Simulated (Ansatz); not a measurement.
# SiNH5 (singlet): wave-function methods side by side at twist about Si1–N2 = 0.0°, cc-pVDZ

Aim: climb from Hartree-Fock through coupled cluster and multireference methods for SiNH5 (singlet) at one geometry and basis, and see what each rung misses.

Program: Ansatz 0.2.0, Gaussian basis. Level of theory: cc-pVDZ, core rule «outside noble gas», up to 6 orbitals frozen. These are calculated values, not measurements.

To be run: UHF; CCSD(T) on RHF; BCCD(T) on RHF; CISD; CCSDT(Q) on RHF; CASSCF and NEVPT2, 2 electrons in 2 orbitals; CASSCF and NEVPT2, 8 electrons in 8 orbitals.

16 further runs of the same task are left out: 13 that didn't finish, 3 set aside as unsound or not needed.

## Step 1: What is computed

The geometry derives from a PBE0/def2-TZVP stationary point (not a proven minimum). One half is turned about the bond named; the halves are rigid.

7 atoms, charge 0, spin multiplicity 1.

Atoms are counted from 1 here; the program's logs count them from 0.

Bond lengths: Si1–N2 1.720 Å, Si1–H3 1.486 Å, Si1–H4 1.486 Å, Si1–H5 1.494 Å, N2–H6 1.007 Å, N2–H7 1.007 Å. Angles: N2–Si1–H3 107.9°, N2–Si1–H4 107.9°, N2–Si1–H5 116.0°, H3–Si1–H4 110.5°, H3–Si1–H5 107.3°, H4–Si1–H5 107.3°, Si1–N2–H6 119.6°, Si1–N2–H7 119.6°, H6–N2–H7 110.6°.

## Step 2: UHF

Contents of in.yaml:

```yaml
crystal:
  periodic: [false, false, false]
  atoms:
    - {symbol: Si, position_ang: [-0.011347, 0.000000, 0.572608]}
    - {symbol: N, position_ang: [0.053849, 0.000000, -1.146526]}
    - {symbol: H, position_ang: [0.684273, -1.220684, 1.055828]}
    - {symbol: H, position_ang: [0.684271, 1.220686, 1.055828]}
    - {symbol: H, position_ang: [-1.378529, -0.000001, 1.175249]}
    - {symbol: H, position_ang: [-0.211071, -0.828320, -1.654829]}
    - {symbol: H, position_ang: [-0.211072, 0.828319, -1.654829]}
basis:
  gaussian: {orbitals: cc-pVDZ}
magnetization: {spin_polarized: true, initial_magnetization: 0}
hamiltonian: {xc: hf}
output: {orbitals: {seedname: orbitals}}
```

Started as:

```
$ ansatz run in.yaml --threads 1 --pin off --events-out ev --progress --plain --max-ram 2393MiB
```

The runs that follow: CCSD(T) on RHF; BCCD(T) on RHF; CISD; CCSDT(Q) on RHF; CASSCF and NEVPT2, 2 electrons in 2 orbitals; CASSCF and NEVPT2, 8 electrons in 8 orbitals.

Q: Predict the results of all the runs planned. Wanted: RCCSDT(Q) below the RHF energy; RMP2 from RCCSDT(Q); RCCSD from RCCSDT(Q); RCCSD(T) from RCCSDT(Q); NEVPT2 pair from RCCSDT(Q); NEVPT2 frontier from RCCSDT(Q); T1 diagnostic.

The runs gave:

```
                         quantity                      value
   RCCSDT(Q) below the RHF energy                 -8.8414 eV
              RMP2 from RCCSDT(Q)                +1167.7 meV
             RCCSD from RCCSDT(Q)                 +217.6 meV
          RCCSD(T) from RCCSDT(Q)                  +32.8 meV
       NEVPT2 pair from RCCSDT(Q)                +1194.9 meV
   NEVPT2 frontier from RCCSDT(Q)                +1380.5 meV
levels within 1 kcal/mol (43 meV)  RCCSD(T), BCCD(T), RCCSDT
                    T1 diagnostic                      0.010
```

In words: RCCSD(T) lands +32.8 meV from the yardstick (0.4 % of the correlation energy). Of the multireference levels listed NEVPT2 pair comes nearest in total energy (+1194.9 meV), which doesn't show that its space is the better one. These misses are within one basis, not against nature.
